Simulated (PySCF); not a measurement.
Ionisation energies (eV) were calculated with PySCF 2.14 by LDA, MP2 (valence), UHF, in another order, as differences of total energies without spin-orbit coupling. The measured values are between term centres (NIST).

| species | measured | A | B | C |
| --- | --- | --- | --- | --- |
| Al (aug-cc-pV(D+d)Z, non-relativistic) | 5.977 | 5.599 | 5.758 | 6.039 |
| Al⁺ (aug-cc-pVDZ-DK, spin-free X2C) | 18.829 | 17.578 | 18.263 | 18.954 |
| P (aug-cc-pVDZ-DK, spin-free X2C) | 10.526 | 9.930 | 10.382 | 10.585 |
| Cl (aug-cc-pV(D+d)Z, non-relativistic) | 12.974 | 11.827 | 12.612 | 13.224 |
| Ar (aug-cc-pVDZ-DK, spin-free X2C) | 15.819 | 14.664 | 15.639 | 16.031 |
| Br⁺ (aug-cc-pVDZ-DK, spin-free X2C) | 21.409 | 20.194 | 20.644 | 21.637 |
| Kr (aug-cc-pVDZ-PP with ECP10MDF, ECP) | 14.222 | 13.151 | 13.958 | 14.338 |
| Mo (aug-cc-pVDZ-PP with ECP28MDF, ECP) | 7.092 | 6.256 | 6.788 | 7.771 |

Task: Which column is which method?

Result: A is UHF (mean error -0.96 eV); B is MP2 (valence) (mean error -0.35 eV); C is LDA (mean error 0.22 eV). Hartree-Fock lacks the correlation of the electron removed and comes out lowest. Valence MP2 in a finite basis recovers only part of the missing correlation, so it stays below experiment on average. LDA overbinds the outer electron and comes out highest.
